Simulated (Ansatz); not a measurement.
## Ansatz (development build ahead of 0.2.0) run

```yaml
crystal:
  periodic: [false, false, false]
  atoms:
    - { symbol: C, position_ang: [0.0, 0.0, 0.0] }
    - { symbol: C, position_ang: [1.41432, 0.0, 0.0] }
    - { symbol: C, position_ang: [-0.70716, 1.22484, 0.0] }
    - { symbol: C, position_ang: [-0.70716, -1.22484, 0.0] }
    - { symbol: H, position_ang: [1.97654, -0.93626, 0.0] }
    - { symbol: H, position_ang: [1.97654, 0.93626, 0.0] }
    - { symbol: H, position_ang: [-1.7991, 1.24361, 0.0] }
    - { symbol: H, position_ang: [-0.17745, 2.17987, 0.0] }
    - { symbol: H, position_ang: [-1.7991, -1.24361, 0.0] }
    - { symbol: H, position_ang: [-0.17745, -2.17987, 0.0] }
basis:
  gaussian: { orbitals: cc-pVTZ }
magnetization:
  spin_polarized: true
  initial_magnetization: 2
hamiltonian:
  xc: hf
correlation:
  method: mp2
  frozen_orbitals: { C: 1, H: 0 }
```

The input is written out in the form of the current development build from the run's settings.

Output:

| Quantity | Value |
| --- | --- |
| Converged | yes |
| Reference energy | -154.95323 hartree |
| Correlation energy | -0.59085 hartree |
| Total energy | -155.54408 hartree |
| Spin squared of the determinant | 2.197 |

Caution: the unrestricted determinant is spin contaminated.
